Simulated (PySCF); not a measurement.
pyrrole (C₄H₅N), SMILES c1cc[nH]c1.

Geometry optimised at B3LYP-D3(BJ)/def2-SVP.

All values below come from SMD-M06-2X/6-31G* (PySCF).

Solvation free energies are E(SMD) − E(gas) at the gas-phase geometry, for 1 M in both phases. In vacuum the dipole moment is 1.96 D.

Task: Estimate the solvation free energies in water, ethylethanoate, n-hexane. (Estimate from the structure and the level; the computed values follow.)

Result: 
| solvent | ΔG(solv) (kcal/mol) | its non-electrostatic (CDS) part | dipole (D) |
|---|---|---|---|
| water | -4.5 | 3.3 | 2.71 |
| ethylethanoate | -6.9 | -1.2 | 2.51 |
| n-hexane | -4.9 | -2.3 | 2.20 |
